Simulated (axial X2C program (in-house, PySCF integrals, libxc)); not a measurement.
Worked dissociation energy of AlC⁺: HF, scalar-relativistic

All values were computed with an axial X2C code built on PySCF integrals. Spin-free means the one-electron spin-free X2C Hamiltonian. Basis: Al dyall-v3z [8s8p2d1f], C dyall-v3z [7s6p2d1f] (cores contracted in-house); Gaussian nuclei, density fitting, unrestricted open shells. Masses: Al 26.982 u, C 12.000 u.

Molecular state: M_S = 1, Λ = 0 (beyond evenly filled blocks: π+α, π-α).

* E(Al+) (2M_S = 0, M_L = 0): -242.111637 hartree
* E(C) (2M_S = 2, M_L = 0): -37.708581 hartree
* E(AlC⁺) at Re: -279.836544 hartree
* ωe: 740.4 cm⁻¹
* ωexe: 12.8 cm⁻¹

(1) Work out De and D0.

One determinant describes the state; a PBE0 search over occupations chose it and may have missed a lower one. Dissociation energies refer to the lowest single-determinant-based atoms at the same level and basis. The determinant is spin-polarised beyond a pure state at some levels (its spin-free form has ⟨S²⟩ too high), which makes Re and μ there less reliable. The stretched end of a curve changes character and is left out.

Hartree–Fock lacks correlation and underbinds, often by eV.

Each atomic determinant is the lowest at this level and need not be a pure term. Totals compare only within one Hamiltonian and basis.

Answers

(1) De = -242.111637 + (-37.708581) − (-279.836544) = 0.01633 hartree = 0.444 eV. The zero-point energy is ωe/2 − ωexe/4 = 367 cm⁻¹ = 0.046 eV, so D0 = 0.399 eV.
